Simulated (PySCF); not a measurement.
Compound: CH3 (charge +1).
Z-matrix (Å and degrees, PBE0-D3(BJ)/def2-SVP geometry), rows numbered from 1:
```
C 
H   1  1.1039
H   1  1.1039  2  120.00
H   1  1.1039  2  120.00  3   180.00
```

Computed, not measured: core-valence-separated Tamm–Dancoff BHandHLYP/aug-pcX-1 (pcseg-1 on H) in PySCF, non-relativistic, gas phase, PBE0-D3(BJ)/def2-SVP geometry. Absolute energies from this functional tend to lie a few eV below measured edges; no shift was applied.

List the carbon K-edge absorption lines.

| E (eV) | f | core hole on | main final orbital | polarisation |
| --- | --- | --- | --- | --- |
| 279.25 | 0.1118 | C1 | LUMO (95 %) | out of plane |
| 291.37 | 0.0000 | C1 | LUMO+1 (91 %) | – |
| 291.92 | 0.1013 | C1 | LUMO+2/LUMO+3 (2 roots, f summed) | in plane |
| 294.47 | 0.0043 | C1 | LUMO+5/LUMO+6 (2 roots, f summed) | in plane |
| 294.62 | 0.0164 | C1 | LUMO+4 (94 %) | out of plane |

The first line with a tenth or more of the strongest one's intensity is at 279.25 eV (f = 0.112), with the hole on C1 (formal carbocation centre), polarised out of plane. It is also the strongest listed.

Roots within 0.03 eV whose holes lie on the same, on equivalent or on shared atoms are summed into one line, and the highest roots are left out, as the search may have cut off their partners. Final orbitals are the ground state's empty Kohn–Sham orbitals. A dash: too weak, shared between unlike atoms, or no plane or axis to refer to.

What are the wavelength and the wavenumber of the 294.62 eV line?

λ = 12398.42 eV Å/294.62 eV = 42.083 Å; 2.3763 × 10⁶ cm⁻¹.

Only the lowest roots of each edge were sought.
